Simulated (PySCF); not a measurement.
Saddle point of AlH$_{5}$O, closed shell (AlH₃ + H₂O → AlH₃O ([OH][AlH2]) + H₂; bonds formed: H2–H5; dative contacts that become bonds: Al1–O6; bonds broken: Al1–H2, H5–O6), PBE0-D4/def2-TZVP structure:

```xyz
7
angstrom
Al -0.3963 -0.6374 -0.0420
H 1.3608 -0.5217 0.1462
H -0.7695 -1.4446 -1.3461
H -1.0837 -0.8371 1.3713
H 1.0141 0.4669 -0.0542
O 0.0432 1.1515 -0.3652
H -0.1685 1.8225 0.2899
```

Energies are electronic, without zero-point energy. Barriers and step energies count from the start structure reached by relaxing down the imaginary mode; all methods use the PBE0-D4 structures, on which another method's saddle can fall below an end. PySCF 2.14 with density fitting (its default auxiliary sets; JK sets also for MP2 and CCSD(T)); basis: def2-TZVPP, with def2-QZVPP for the basis limit; cores frozen in the correlated methods. B3LYP uses VWN-RPA correlation. Extrapolation: Hartree–Fock as exp(−7.88 √X), correlation as X^−2.97.

```
   method  barrier (eV)  step energy (eV)
    SPW92         0.316            -0.284
   PBE-D4         0.457            -0.425
r2SCAN-D4         0.513            -0.436
  PBE0-D4         0.601            -0.353
 B3LYP-D4             ?            -0.468
 BHLYP-D4             ?            -0.394
  wB97M-V             ?            -0.412
       HF         1.146            -0.335
      MP2         0.661            -0.488
     CCSD         0.800            -0.393
  CCSD(T)         0.733            -0.410
```

(1) Fill in the withheld barriers. (Judge from chemistry; the value comes from the calculation.)

The T1 diagnostic stays at or below 0.013.

Answers

(1) The calculation gives: BHLYP-D4 0.794; wB97M-V 0.696; B3LYP-D4 0.623 eV. Each is the energy of the saddle less that of the start structure, by the same method.

For comparison, the barrier by CCSD(T) at an estimated basis limit (MP2 extrapolated from triple and quadruple zeta, plus CCSD(T) − MP2 in triple zeta) is 0.700 eV.

The step is the kind of ligand exchange by which a precursor binds to a hydroxyl group, or is hydrolysed, in atomic layer deposition of oxides.

Labels in which every atom is bracketed show which atoms are joined, not bond orders.

For scale, one of the runs: CCSD(T)/def2-TZVPP, 143 basis functions, launched by `OMP_NUM_THREADS=4 python run.py`. Hardware: 4 CPU threads of an Arm Neoverse V2, shared host. Wall time 51 s; peak host memory 0.69 GiB.
